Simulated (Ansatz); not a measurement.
# AlHF (quartet): wave-function methods side by side, def2-QZVPP

An exercise on one series of results from a longer session: the logs are not shown, and one member is left open.

Method: def2-QZVPP, core rule «outside noble gas», up to 6 orbitals frozen; program: Ansatz 0.2.0, Gaussian basis.

The runs, in order: UHF; ROHF; CCSD(T) on UHF.

2 further runs of the same task are left out: 2 set aside as unsound or not needed.

## The system

The geometry is a PBE0/def2-TZVP stationary point (not a proven minimum) of the parent state, kept for this charge and spin.

3 atoms, charge 0, spin multiplicity 4.

Atoms are counted from 1 here; the program's logs count them from 0.

Bond lengths: Al1–F2 1.656 Å, Al1–H3 1.607 Å. Angles: F2–Al1–H3 115.4°.

Geometry (Å):

| atom | x (Å) | y (Å) | z (Å) |
| --- | --- | --- | --- |
| Al1 | 0.00000 | -0.11530 | 0.64523 |
| F2 | 0.00000 | 0.09823 | -0.99685 |
| H3 | 0.00000 | 1.23484 | 1.51725 |

The first run:

The input, in.yaml:

```yaml
crystal:
  periodic: [false, false, false]
  atoms:
    - {symbol: Al, position_ang: [0.000000, -0.115297, 0.645226]}
    - {symbol: F, position_ang: [0.000000, 0.098231, -0.996846]}
    - {symbol: H, position_ang: [0.000000, 1.234843, 1.517246]}
basis:
  gaussian: {orbitals: "def2-QZVPP.json"}
magnetization: {spin_polarized: true, initial_magnetization: 3}
hamiltonian: {xc: hf}
output: {orbitals: {seedname: orbitals}}
```

On the command line:

```
> ansatz run in.yaml --threads 1 --pin off --events-out ev --progress --plain --max-ram 2393MiB
```

Among the steps run: UHF; ROHF; CCSD(T) on UHF.

One of the session's tables, all rows but one given; the rest of the session is left out.

It belongs to the step «Misses and costs». 

| method | from UCCSD(T) (meV) |
| --- | --- |
| ROHF | ? |
| UHF | +8911.6 |
| UMP2 | +341.5 |
| UCCSD | +286.0 |
| UCCSD(T) | 0 |

Q: Estimate the row for ROHF from the others.

As computed: from UCCSD(T) (meV): +8922.2. In the column «from UCCSD(T) (meV)» it is the highest.
